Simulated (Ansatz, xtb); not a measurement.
Relative energies of C3H5Cl isomers

2 of its isomers, all singlets with charge 0: A = `C/C=C/Cl`; B = 2-chloropropene `C=C(C)Cl`.

Shapes, held fixed at every level: PBE0-D4/def2-TZVP. Programs: Ansatz 0.2.0, xtb 6.7.1.

A:

```xyz
9

C     0.1740    1.0817   -0.4818
C     0.0796   -0.3947   -0.3112
C    -0.2717   -0.9742    0.8247
Cl   -0.3809   -2.6825    1.0232
H    -0.4995    1.4266   -1.2722
H    -0.0805    1.6110    0.4381
H     1.1858    1.3760   -0.7768
H     0.3129   -1.0199   -1.1684
H    -0.5198   -0.4241    1.7243
```

B:

```xyz
9

C    -0.2313    1.3023   -0.4742
C    -0.1905   -0.0196   -0.4273
C     0.3231   -0.8470    0.6955
Cl   -0.7772   -0.9518   -1.7735
H    -0.6216    1.8346   -1.3307
H     0.1354    1.8781    0.3670
H    -0.4598   -1.5077    1.0761
H     1.1481   -1.4807    0.3602
H     0.6737   -0.2081    1.5069
```

Electronic energies in kJ/mol, without zero-point or thermal terms.

(1) From chemical knowledge, estimate the order of stability.

Results:

(1) B < A in rising energy, over a span of 9 kJ/mol, by CCSD(T)/CBS estimate. All levels agree on that. The B − A difference spans -9.4 to -6.0 kJ/mol over the levels. The CBS estimate extrapolates MP2 from def2-TZVPP and def2-QZVPP and adds CCSD(T) − MP2 in the triple-zeta set, cores frozen.

| level | kind | B − A |
| --- | --- | --- |
| GFN2-xTB | semi-empirical | -7.5 |
| HF/def2-SVP | Hartree–Fock | -6.5 |
| HF/def2-TZVPP | Hartree–Fock | -6.0 |
| B3LYP-D4/def2-TZVPP | global hybrid | -8.4 |
| B2PLYP/def2-TZVPP | double hybrid | -7.8 |
| CCSD(T)/def2-SVP | coupled cluster or CI | -8.8 |
| CCSD/def2-SVP | coupled cluster or CI | -8.2 |
| CCSD/def2-TZVPP | coupled cluster or CI | -8.1 |
| CCSD(T)/CBS estimate | coupled cluster or CI | -9.4 |
